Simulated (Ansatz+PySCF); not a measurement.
The numbers below are computed, except where a source is named.
This PySCF input gave a total energy of -39.27542 hartree.

```python
from pyscf import gto, dft

mol = gto.M(atom="""
C 0.000000 0.000000 0.000000
H 1.253900 0.000000 0.000000
H -0.545170 0.944270 0.000000
H -0.545170 -0.944270 0.000000
""", basis='sto-3g', charge=0, spin=1)
mf = dft.UKS(mol, xc='pbe0')
mf.kernel()
print(mf.converged, mf.e_tot, mf.spin_square()[0])
```

Question: Write an input for Ansatz with the same method and basis set.

Answer:

```yaml
crystal:
  periodic: [false, false, false]
  atoms:
    - { symbol: C, position_ang: [0.0, 0.0, 0.0] }
    - { symbol: H, position_ang: [1.2539, 0.0, 0.0] }
    - { symbol: H, position_ang: [-0.54517, 0.94427, 0.0] }
    - { symbol: H, position_ang: [-0.54517, -0.94427, 0.0] }
basis:
  gaussian: { orbitals: STO-3G }
magnetization:
  spin_polarized: true
  initial_magnetization: 1
hamiltonian:
  xc: pbe0
scf:
  omitted_lower_state_checks: [stability, starts, atomic_configurations, cluster_reference, orbital_swaps, given_window_search, neighbouring_geometries, increment]
```

Ansatz (development build ahead of 0.2.0) gave -39.27542 hartree, 0.00 meV from the first.
